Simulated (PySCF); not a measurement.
Compound: HPO.
Atom-mapped SMILES: `[O:1]=[PH:2]` (hydrogens: H3 on P2)

The calculation used core-valence-separated Tamm–Dancoff BHandHLYP/aug-pcX-1 (pcseg-1 on H, def2-SVPD on P) in PySCF, non-relativistic, gas phase, PBE0-D3(BJ)/def2-SVP geometry. The energies are unshifted.

(1) List the oxygen K-edge absorption lines.

## Answers

(1) 
```
E (eV)       f  core hole on  main final orbital  polarisation
527.03  0.0462            O1         LUMO (94 %)  out of plane
532.80  0.0192            O1       LUMO+1 (58 %)      in plane
534.16  0.0132            O1       LUMO+2 (40 %)      in plane
535.23  0.0095            O1       LUMO+3 (71 %)      in plane
536.28  0.0060            O1       LUMO+4 (70 %)      in plane
536.42  0.0037            O1       LUMO+5 (95 %)  out of plane
536.57  0.0029            O1       LUMO+6 (79 %)      in plane
```

The first line with a tenth or more of the strongest one's intensity is at 527.03 eV (f = 0.046), with the hole on O1 (phosphoryl oxygen), polarised out of plane: a 1s→π* resonance. It is also the strongest listed.

Roots within 0.03 eV whose holes lie on the same, on equivalent or on shared atoms are summed into one line, and the highest roots are left out, as the search may have cut off their partners. Final orbitals are the ground state's empty Kohn–Sham orbitals.

Problem. What length of transition dipole belongs to the line at 532.80 eV?

Solution. From f = (2/3) ΔE |μ|² in atomic units, with ΔE = 19.580 Eh and f = 0.0192: |μ| = 0.038 au = 0.10 D.

The list ends where the root search ended, not at a threshold.
